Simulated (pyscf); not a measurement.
A first-order saddle from PySCF, ωB97X-D3(BJ)/def2-SVP:

```xyz
8

P      0.6321     1.0466    -0.7903
In     0.3553    -0.9731     0.5987
H      0.6184     1.9198     0.3366
H     -0.7707     1.1585    -1.0104
H     -1.4772    -0.9600     1.3341
H      1.2338    -2.0382     1.5876
H     -0.9311    -2.1038    -0.3891
H     -1.4288    -1.6194     0.4535
```

Surface: singlet, charge 0. Lowest wavenumbers (cm⁻¹): 1674i, 92, 234, 339, 352.

Problem. Name the species on either side of this saddle.

Solution. H₂P–InH₂ + H₂ <-> H₂P–InH₂ + H₂, a four-centre exchange read from left to right: H–In, H–H broken and H–In, H–H formed. At ωB97M-D3(BJ)/def2-TZVP it lies +33.7 kcal/mol from the left side and +33.7 kcal/mol from the right (each side as separated species at their lowest minima found). At the saddle there is also a short H–In contact that neither side keeps. One saddle was located; it need not be the lowest between these sides. Elements past Kr carry the def2 core potentials, without spin-orbit coupling.
